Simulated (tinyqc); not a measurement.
Worked calculation: MP2 on RHF in the sto-3g basis, frozen core, for H2O, spin multiplicity 1. Computed by tinyqc, a small Python program that keeps every step (integrals from PySCF). Settings: charge = 0, multiplicity = 1, basis = sto-3g, method = RHF, frozen orbitals = 1, energy threshold = 1e-10, iteration cap = 78, orthogonalisation = canonical, start = atomic densities, DIIS depth = 6. Command: `OMP_NUM_THREADS=1 python tinyqc.py 21517 21518 out.jsonl` (the two numbers bound the seeds that draw the settings). One thread of a shared host (Intel(R) Xeon(R) Processor @ 2.60GHz), about 0.2 s of CPU time with the checks. The early iterations of the SCF are left out here.

## One-electron integrals

Geometry (angstrom):
```
atom         x          y         z
O     0.000000   0.000000  0.000000
H     0.000000   0.883000  0.616000
H     0.000000  -0.883000  0.616000
```

Basis sto-3g: exponents (1/bohr^2) and contraction coefficients of normalised primitives:
```
element  l (shell)    exponent  coefficient
O            s (1)  130.709320     0.154329
O            s (1)   23.808861     0.535328
O            s (1)    6.443608     0.444635
O            s (2)    5.033151    -0.099967
O            s (2)    1.169596     0.399513
O            s (2)    0.380389     0.700115
O            p (3)    5.033151     0.155916
O            p (3)    1.169596     0.607684
O            p (3)    0.380389     0.391957
H            s (1)    3.425251     0.154329
H            s (1)    0.623914     0.535328
H            s (1)    0.168855     0.444635
```

Overlap, kinetic and nuclear-attraction integrals over the contracted functions; the nuclear repulsion is the sum of Za Zb / Rab.

nuclear repulsion = 8.16380538 hartree

overlap S, lower triangle:
```
           1O 1s     1O 2s    1O 2px     1O 2py    1O 2pz     2H 1s     3H 1s
1O 1s   1.000000
1O 2s   0.236704  1.000000
1O 2px  0.000000  0.000000  1.000000
1O 2py  0.000000  0.000000  0.000000   1.000000
1O 2pz  0.000000  0.000000  0.000000   0.000000  1.000000
2H 1s   0.040604  0.399914  0.000000   0.286704  0.200011  1.000000
3H 1s   0.040604  0.399914  0.000000  -0.286704  0.200011  0.172956  1.000000
```

kinetic energy T (hartree), lower triangle:
```
            1O 1s     1O 2s    1O 2px     1O 2py    1O 2pz      2H 1s     3H 1s
1O 1s   29.003200
1O 2s   -0.168011  0.808128
1O 2px   0.000000  0.000000  2.528731
1O 2py   0.000000  0.000000  0.000000   2.528731
1O 2pz   0.000000  0.000000  0.000000   0.000000  2.528731
2H 1s   -0.007956  0.078653  0.000000   0.164769  0.114946   0.760032
3H 1s   -0.007956  0.078653  0.000000  -0.164769  0.114946  -0.005118  0.760032
```

nuclear attraction V (hartree), lower triangle:
```
             1O 1s       1O 2s     1O 2px      1O 2py     1O 2pz      2H 1s      3H 1s
1O 1s   -61.601475
1O 2s    -7.415764  -10.028964
1O 2px    0.000000    0.000000  -9.892462
1O 2py    0.000000    0.000000   0.000000  -10.020041
1O 2pz   -0.014041   -0.170819   0.000000    0.000000  -9.954551
2H 1s    -1.303788   -3.106225   0.000000   -1.966109  -1.416826  -5.368592
3H 1s    -1.303788   -3.106225   0.000000    1.966109  -1.416826  -1.041756  -5.368592
```

core Hamiltonian H = T + V (hartree), lower triangle:
```
             1O 1s      1O 2s     1O 2px     1O 2py     1O 2pz      2H 1s      3H 1s
1O 1s   -32.598275
1O 2s    -7.583775  -9.220836
1O 2px    0.000000   0.000000  -7.363731
1O 2py    0.000000   0.000000   0.000000  -7.491310
1O 2pz   -0.014041  -0.170819   0.000000   0.000000  -7.425820
2H 1s    -1.311744  -3.027572   0.000000  -1.801341  -1.301879  -4.608560
3H 1s    -1.311744  -3.027572   0.000000   1.801341  -1.301879  -1.046875  -4.608560
```

## Two-electron integrals

Functions are numbered as in S; the eight-fold symmetry (ij|kl) = (ji|kl) = (kl|ij) leaves the list below.

Two-electron integrals (ij|kl) in chemists' order, unique and non-zero (hartree):
```
(11|11) 4.785065    (21|11) 0.741380    (21|21) 0.136873    (22|11) 1.118947
(22|21) 0.256633    (22|22) 0.817206    (31|31) 0.024477    (32|31) 0.037809
(32|32) 0.180518    (33|11) 1.115814    (33|21) 0.256684    (33|22) 0.817023
(33|33) 0.880159    (41|41) 0.024477    (42|41) 0.037809    (42|42) 0.180518
(43|43) 0.047444    (44|11) 1.115814    (44|21) 0.256684    (44|22) 0.817023
(44|33) 0.785270    (44|44) 0.880159    (51|51) 0.024477    (52|51) 0.037809
(52|52) 0.180518    (53|53) 0.047444    (54|54) 0.047444    (55|11) 1.115814
(55|21) 0.256684    (55|22) 0.817023    (55|33) 0.785270    (55|44) 0.785270
(55|55) 0.880159    (61|11) 0.128820    (61|21) 0.023594    (61|22) 0.043997
(61|33) 0.043910    (61|41) 0.000891    (61|42) 0.001674    (61|44) 0.044089
(61|51) 0.000622    (61|52) 0.001168    (61|54) 0.000124    (61|55) 0.043997
(61|61) 0.004120    (62|11) 0.326887    (62|21) 0.075972    (62|22) 0.269481
(62|33) 0.264796    (62|41) 0.004687    (62|42) 0.036448    (62|44) 0.274073
(62|51) 0.003270    (62|52) 0.025427    (62|54) 0.006472    (62|55) 0.269311
(62|61) 0.013367    (62|62) 0.111863    (63|31) 0.007784    (63|32) 0.045912
(63|43) 0.007488    (63|53) 0.005224    (63|63) 0.015584    (64|11) 0.197788
(64|21) 0.046545    (64|22) 0.176266    (64|33) 0.168347    (64|41) 0.010291
(64|42) 0.068367    (64|44) 0.189094    (64|51) 0.001749    (64|52) 0.015665
(64|54) 0.009250    (64|55) 0.171156    (64|61) 0.008536    (64|62) 0.088901
(64|64) 0.085417    (65|11) 0.137982    (65|21) 0.032471    (65|22) 0.122967
(65|33) 0.117442    (65|41) 0.001749    (65|42) 0.015665    (65|44) 0.121469
(65|51) 0.009004    (65|52) 0.056840    (65|54) 0.010297    (65|55) 0.129849
(65|61) 0.005955    (65|62) 0.062019    (65|64) 0.048717    (65|65) 0.049570
(66|11) 0.479918    (66|21) 0.113341    (66|22) 0.462227    (66|33) 0.443868
(66|41) 0.008722    (66|42) 0.094602    (66|44) 0.480525    (66|51) 0.006085
(66|52) 0.065996    (66|54) 0.025573    (66|55) 0.461708    (66|61) 0.020098
(66|62) 0.246162    (66|64) 0.223241    (66|65) 0.155737    (66|66) 0.774606
(71|11) 0.128820    (71|21) 0.023594    (71|22) 0.043997    (71|33) 0.043910
(71|41) -0.000891   (71|42) -0.001674   (71|44) 0.044089    (71|51) 0.000622
(71|52) 0.001168    (71|54) -0.000124   (71|55) 0.043997    (71|61) 0.004051
(71|62) 0.012911    (71|64) 0.007568    (71|65) 0.005758    (71|66) 0.019217
(71|71) 0.004120    (72|11) 0.326887    (72|21) 0.075972    (72|22) 0.269481
(72|33) 0.264796    (72|41) -0.004687   (72|42) -0.036448   (72|44) 0.274073
(72|51) 0.003270    (72|52) 0.025427    (72|54) -0.006472   (72|55) 0.269311
(72|61) 0.012911    (72|62) 0.088313    (72|64) 0.048831    (72|65) 0.047512
(72|66) 0.156387    (72|71) 0.013367    (72|72) 0.111863    (73|31) 0.007784
(73|32) 0.045912    (73|43) -0.007488   (73|53) 0.005224    (73|63) 0.011821
(73|73) 0.015584    (74|11) -0.197788   (74|21) -0.046545   (74|22) -0.176266
(74|33) -0.168347   (74|41) 0.010291    (74|42) 0.068367    (74|44) -0.189094
(74|51) -0.001749   (74|52) -0.015665   (74|54) 0.009250    (74|55) -0.171156
(74|61) -0.007568   (74|62) -0.048831   (74|64) -0.015724   (74|65) -0.025741
(74|66) -0.078502   (74|71) -0.008536   (74|72) -0.088901   (74|74) 0.085417
(75|11) 0.137982    (75|21) 0.032471    (75|22) 0.122967    (75|33) 0.117442
(75|41) -0.001749   (75|42) -0.015665   (75|44) 0.121469    (75|51) 0.009004
(75|52) 0.056840    (75|54) -0.010297   (75|55) 0.129849    (75|61) 0.005758
(75|62) 0.047512    (75|64) 0.025741    (75|65) 0.036997    (75|66) 0.091647
(75|71) 0.005955    (75|72) 0.062019    (75|74) -0.048717   (75|75) 0.049570
(76|11) 0.104239    (76|21) 0.024440    (76|22) 0.093832    (76|33) 0.091743
(76|44) 0.093783    (76|51) 0.001663    (76|52) 0.015316    (76|55) 0.095868
(76|61) 0.004248    (76|62) 0.038093    (76|64) 0.026332    (76|65) 0.023762
(76|66) 0.086176    (76|71) 0.004248    (76|72) 0.038093    (76|74) -0.026332
(76|75) 0.023762    (76|76) 0.016073    (77|11) 0.479918    (77|21) 0.113341
(77|22) 0.462227    (77|33) 0.443868    (77|41) -0.008722   (77|42) -0.094602
(77|44) 0.480525    (77|51) 0.006085    (77|52) 0.065996    (77|54) -0.025573
(77|55) 0.461708    (77|61) 0.019217    (77|62) 0.156387    (77|64) 0.078502
(77|65) 0.091647    (77|66) 0.297279    (77|71) 0.020098    (77|72) 0.246162
(77|74) -0.223241   (77|75) 0.155737    (77|76) 0.086176    (77|77) 0.774606
```

## Orthogonalisation

S = U s U^T; canonical form X = U s^(-1/2), so that X^T S X = 1. Each column of U has its largest component positive (the first on a tie).

eigenvalues of S: 0.420506  0.498942  0.890858  1.000000  1.092111  1.328102  1.769480

X:
```
                1          2          3         4          5          6         7
1O 1s   -0.342005   0.000000   0.737343  0.000000  -0.612561   0.000000  0.178982
1O 2s    1.068049   0.000000  -0.278138  0.000000  -0.289143   0.000000  0.451113
1O 2px   0.000000   0.000000   0.000000  1.000000   0.000000   0.000000  0.000000
1O 2py   0.000000   0.890554   0.000000  0.000000   0.000000   0.674542  0.000000
1O 2pz   0.464301   0.000000   0.660676  0.000000   0.642670   0.000000  0.198081
2H 1s   -0.672612  -0.778188  -0.180258  0.000000   0.147985   0.385971  0.381028
3H 1s   -0.672612   0.778188  -0.180258  0.000000   0.147985  -0.385971  0.381028
```

## Starting guess

The start is atomic minimal-basis densities projected into this basis (PySCF's MINAO start) and scaled to the electron count of each spin; this density is not idempotent, so its energy is not variational and may lie below the converged one.

D at the start, lower triangle:
```
            1O 1s      1O 2s    1O 2px     1O 2py    1O 2pz     2H 1s     3H 1s
1O 1s    2.143465
1O 2s   -0.490461   2.088366
1O 2px   0.000000   0.000000  1.308104
1O 2py   0.000000   0.000000  0.000000   1.168284
1O 2pz   0.014754  -0.075219  0.000000   0.000000  1.248739
2H 1s   -0.016494   0.052142  0.000000   0.118913  0.061078  0.995097
3H 1s   -0.016494   0.052142  0.000000  -0.118913  0.061078  0.055128  0.995097
```

## Iteration 8 (converged): orbitals

converged F (hartree), lower triangle:
```
             1O 1s      1O 2s     1O 2px     1O 2py     1O 2pz      2H 1s      3H 1s
1O 1s   -20.241687
1O 2s    -5.161936  -2.409543
1O 2px    0.000000   0.000000  -0.382586
1O 2py    0.000000   0.000000   0.000000  -0.245298
1O 2pz   -0.026004  -0.076747   0.000000   0.000000  -0.282842
2H 1s    -0.901243  -0.832658   0.000000  -0.375046  -0.312386  -0.436197
3H 1s    -0.901243  -0.832658   0.000000   0.375046  -0.312386  -0.249894  -0.436197
```

Diagonalise F' = X^T F X, C = X C', fill 5 alpha and 5 beta electrons from the bottom; D = 2 C_occ C_occ^T. Each column has its largest component positive (the first on a tie).

F' = X^T F X (hartree), lower triangle:
```
           1         2          3          4          5          6          7
1  -0.141169
2   0.000000  0.619472
3   2.085497  0.000000  -8.778242
4   0.000000  0.000000   0.000000  -0.382586
5  -1.618233  0.000000   8.710189   0.000000  -9.372693
6   0.000000  0.100472   0.000000   0.000000   0.000000  -0.557699
7   0.432861  0.000000  -4.068606   0.000000   4.369975   0.000000  -3.110862
```

orbital energies (hartree): MO1 -20.250085, MO2 -1.211475, MO3 -0.566213, MO4 -0.425069, MO5 -0.382586, MO6 0.483663, MO7 0.627986

coefficients C:
```
              MO1        MO2        MO3        MO4       MO5        MO6        MO7
1O 1s    0.994377  -0.238242   0.000000   0.092650  0.000000   0.117377   0.000000
1O 2s    0.024494   0.877758   0.000000  -0.477071  0.000000  -0.711717   0.000000
1O 2px   0.000000   0.000000   0.000000   0.000000  1.000000   0.000000   0.000000
1O 2py   0.000000   0.000000   0.596939   0.000000  0.000000   0.000000   0.944329
1O 2pz   0.003196   0.088214   0.000000   0.769664  0.000000  -0.710038   0.000000
2H 1s   -0.004827   0.148041   0.450299   0.315946  0.000000   0.728162  -0.742820
3H 1s   -0.004827   0.148041  -0.450299   0.315946  0.000000   0.728162   0.742820
```

D after iteration 8, lower triangle:
```
            1O 1s      1O 2s    1O 2px     1O 2py    1O 2pz      2H 1s     3H 1s
1O 1s    2.108258
1O 2s   -0.457927   1.997310
1O 2px   0.000000   0.000000  2.000000
1O 2py   0.000000   0.000000  0.000000   0.712673
1O 2pz   0.106943  -0.579351  0.000000   0.000000  1.200349
2H 1s   -0.021595  -0.041805  0.000000   0.537602  0.512432   0.649061
3H 1s   -0.021595  -0.041805  0.000000  -0.537602  0.512432  -0.162016  0.649061
```

## Convergence

Stop when the energy changes by less than 1e-10 hartree and every element of the error matrix X^T (F D S - S D F) X is below 3e-06.

Course of the cycle:
```
iteration   E (hartree)     change  largest element of the error matrix
1          -75.22074069          -                             1.12e+00
2          -74.90160944   3.19e-01                             2.75e-01
3          -74.94462074  -4.30e-02                             3.81e-02
4          -74.94538483  -7.64e-04                             6.40e-03
5          -74.94541659  -3.18e-05                             1.50e-04
6          -74.94541665  -6.05e-08                             6.67e-05
7          -74.94541666  -1.06e-08                             3.85e-07
8          -74.94541666  -3.84e-13                             2.55e-10
```

PySCF RHF in the same basis = -74.94541666 hartree

Converged in 8 iterations.

## Populations, bond orders and dipole

Mulliken: Z minus the diagonal of D S on the atom; Loewdin: the same with S^(1/2) D S^(1/2); Mayer order: 2 sum_s sum (D(s) S)_ij (D(s) S)_ji over the two atoms.

Charges (e):
```
atom   Mulliken    Loewdin
1O    -0.279863  -0.203286
2H     0.139932   0.101643
3H     0.139932   0.101643
```

Mayer bond orders:
```
pair     order
2-1   0.966260
3-1   0.966260
3-2   0.014159
```

dipole moment about the origin, x y z (debye): 0.000000  0.000000  1.536274

## Integrals over molecular orbitals

(pq|rs) = sum C_ip C_jq C_kr C_ls (ij|kl), one index at a time.

one-electron integrals over orbitals h = C^T H C (hartree), lower triangle:
```
            1          2          3          4          5          6          7
1  -32.581426
2    0.567609  -7.570854
3    0.000000   0.000000  -6.050637
4   -0.206594   0.503776   0.000000  -6.707146
5    0.000000   0.000000   0.000000   0.000000  -7.363731
6   -0.270683   1.249041   0.000000   1.246358   0.000000  -5.244027
7    0.000000   0.000000  -1.774674   0.000000   0.000000   0.000000  -5.556652
```

Two-electron integrals over orbitals (pq|rs), unique and non-zero (hartree); the lowest 1 orbital is frozen and left out:
```
(22|22) 0.722044    (32|32) 0.133791    (33|22) 0.617212    (33|33) 0.597940
(42|22) -0.018771   (42|33) 0.004948    (42|42) 0.129814    (43|32) 0.027836
(43|43) 0.052618    (44|22) 0.669356    (44|33) 0.571574    (44|42) -0.099181
(44|44) 0.729141    (52|52) 0.149267    (53|53) 0.026483    (54|52) -0.043473
(54|54) 0.049841    (55|22) 0.752623    (55|33) 0.603628    (55|42) -0.075921
(55|44) 0.704677    (55|55) 0.880159    (62|22) -0.133027   (62|33) -0.064944
(62|42) -0.029672   (62|44) -0.072402   (62|55) -0.145972   (62|62) 0.095208
(63|32) 0.042345    (63|43) 0.037336    (63|63) 0.078755    (64|22) -0.118851
(64|33) -0.045499   (64|42) 0.038875    (64|44) -0.129564   (64|55) -0.139382
(64|62) 0.062768    (64|64) 0.086952    (65|52) -0.054057   (65|54) -0.003776
(65|65) 0.035126    (66|22) 0.590237    (66|33) 0.549681    (66|42) 0.052088
(66|44) 0.540177    (66|55) 0.573435    (66|62) -0.089127   (66|64) -0.049002
(66|66) 0.578521    (72|32) 0.052624    (72|43) -0.029499   (72|63) -0.030595
(72|72) 0.067560    (73|22) 0.161325    (73|33) 0.088777    (73|42) -0.073987
(73|44) 0.151532    (73|55) 0.200973    (73|62) -0.071568   (73|64) -0.093145
(73|66) 0.041872    (73|73) 0.156282    (74|32) -0.071967   (74|43) -0.008944
(74|63) -0.053352   (74|72) -0.017777   (74|74) 0.068496    (75|53) 0.023955
(75|75) 0.025453    (76|32) -0.091167   (76|43) -0.059361   (76|63) -0.070769
(76|72) 0.003467    (76|74) 0.059079    (76|76) 0.115745    (77|22) 0.613803
(77|33) 0.587284    (77|42) -0.019975   (77|44) 0.589528    (77|55) 0.616504
(77|62) -0.063883   (77|64) -0.050592   (77|66) 0.550310    (77|73) 0.100734
(77|77) 0.604091
```

## Second-order Moller-Plesset energy

Hartree-Fock energy = -74.94541666 hartree

E2 = sum_ijab (ia|jb) [2 (ia|jb) - (ib|ja)] / (e_i + e_j - e_a - e_b) over occupied i, j and virtual a, b; the opposite-spin part is (ia|jb)^2 / denominator, the rest is same-spin, and SCS-MP2 scales them by 6/5 and 1/3.

Terms:
```
i  j  a  b    (ia|jb)    (ib|ja)  denominator       term
3  3  7  7   0.156282   0.156282    -2.388398  -0.010226
3  4  7  6  -0.093145  -0.053352    -2.102931  -0.005888
4  3  6  7  -0.093145  -0.053352    -2.102931  -0.005888
4  4  6  6   0.086952   0.086952    -1.817464  -0.004160
3  3  6  6   0.078755   0.078755    -2.099752  -0.002954
2  3  6  7  -0.071568  -0.030595    -2.889337  -0.002788
3  2  7  6  -0.071568  -0.030595    -2.889337  -0.002788
2  2  6  6   0.095208   0.095208    -3.390276  -0.002674
4  4  7  7   0.068496   0.068496    -2.106109  -0.002228
4  2  6  6   0.062768   0.062768    -2.603870  -0.001513
2  4  6  6   0.062768   0.062768    -2.603870  -0.001513
2  2  7  7   0.067560   0.067560    -3.678921  -0.001241
5  5  6  6   0.035126   0.035126    -1.732499  -0.000712
4  3  7  6  -0.053352  -0.093145    -2.102931  -0.000344
3  4  6  7  -0.053352  -0.093145    -2.102931  -0.000344
5  5  7  7   0.025453   0.025453    -2.021144  -0.000321
3  2  6  7  -0.030595  -0.071568    -2.889337   0.000110
2  3  7  6  -0.030595  -0.071568    -2.889337   0.000110
4  2  7  7  -0.017777  -0.017777    -2.892515  -0.000109
2  4  7  7  -0.017777  -0.017777    -2.892515  -0.000109
```

Pair energies (hartree; pair i-j sums ij and ji):
```
pair  opposite spin  same spin
2-2       -0.003914   0.000000
3-2       -0.004193  -0.001162
3-3       -0.013180   0.000000
4-2       -0.003245   0.000000
4-3       -0.010958  -0.001506
4-4       -0.006388   0.000000
5-5       -0.001033   0.000000
```

MP2 correlation energy = -0.04557925 hartree

SCS-MP2 correlation energy = -0.05238283 hartree

MP2 total energy = -74.99099591 hartree
